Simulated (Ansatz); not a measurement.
System: rock-salt TiC. Method: RPBE (Ansatz, an electronic-structure program, plane waves, PAW).

Settings: plane-wave cutoff 520 eV, 26×26×26 k mesh, Fermi–Dirac smearing 0.055 eV (set by the program), no spin polarisation, scalar-relativistic PAW data made under PBE.

Computed at the level's own relaxed cell.

```
CELL_PARAMETERS angstrom
      0.00000     2.17973     2.17973
      2.17973     0.00000     2.17973
      2.17973     2.17973     0.00000
ATOMIC_POSITIONS crystal
  Ti 0.00000 0.00000 0.00000
  C  0.50000 0.50000 0.50000
```

Task: Give the elastic tensor (Voigt notation, GPa, ions relaxed, in the Cartesian axes of the cell as printed).

Result: 
```
  481.1   117.0   117.0     0.0     0.0     0.0
  117.0   481.1   117.0     0.0     0.0     0.0
  117.0   117.0   481.1     0.0     0.0     0.0
    0.0     0.0     0.0   166.3     0.0     0.0
    0.0     0.0     0.0     0.0   166.3     0.0
    0.0     0.0     0.0     0.0     0.0   166.3
```

Measured, for comparison: elastic constant C11 500 GPa (temperature not stated, no zero-point or thermal correction, our sources range from 500 to 514; as tabulated in Jochym et al. (1999), arXiv:1301.6077); elastic constant C12 113 GPa (temperature not stated, no zero-point or thermal correction, our sources range from 106 to 113; as tabulated in Jochym et al. (1999), arXiv:1301.6077); elastic constant C44 175 GPa (temperature not stated, no zero-point or thermal correction; as tabulated in Jochym et al. (1999), arXiv:1301.6077). Computed (rounded) less measured: elastic constant C11 -4 % (-4 % to -6 % over the range), elastic constant C12 +4 % (+4 % to +10 % over the range), elastic constant C44 -5 %. A static lattice is as a rule a little smaller and stiffer than an uncorrected measurement, which narrows the difference in the elastic constant C12 and would widen misses of the other sign.

Computed values are for the static lattice.
